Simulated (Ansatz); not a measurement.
in.yaml

```yaml
crystal:
  periodic: [false, false, false]
  atoms:
    - {symbol: N, position_ang: [0.001986, 0.002583, -0.071414]}
    - {symbol: H, position_ang: [0.931127, -0.002562, 0.357291]}
    - {symbol: H, position_ang: [-0.488328, 0.797474, 0.346746]}
    - {symbol: H, position_ang: [-0.470402, -0.830804, 0.288354]}
basis:
  gaussian: {orbitals: aug-cc-pVDZ}
total_charge: -1
magnetization: {spin_polarized: true, initial_magnetization: 1}
hamiltonian: {xc: {name: B3LYP}}
```

```sh
$ ansatz run in.yaml --threads 1 --pin off --events-out ev --progress --plain --max-ram 2393MiB
```

(1) Roughly how long does this take on 1 thread of Intel Xeon, shared host, and how much host memory?

```
436 factors; their error is unknown
mean field evaluation 1: about -1538.6757 eV, gradient 3.4e0 eV
mean field evaluation 2: about -1538.7656 eV, gradient 2.3e0 eV
mean field evaluation 4: about -1538.7920 eV, gradient 3.0e-1 eV
mean field evaluation 8: about -1538.7890 eV, gradient 2.8e-3 eV
mean field evaluation 16: about -1538.7890 eV, gradient 2.3e-5 eV
mean field evaluation 32: about -1538.2147 eV, gradient 3.0e-1 eV
mean field -1538.78897593 eV, -56.5494518368 hartree, gradient 2.3e-5 eV, S^2 0.750060; 6 other end points of the search recorded, 0 dependent functions left out
reference -1538.78913455 eV, -56.5494576660 hartree; 6, 5 occupied and 44, 45 virtual orbitals, 436 factors
Total energy: -1538.78913455 eV, -56.5494576660 hartree
```

Results:

(1) 3 s wall and 0.11 GiB.
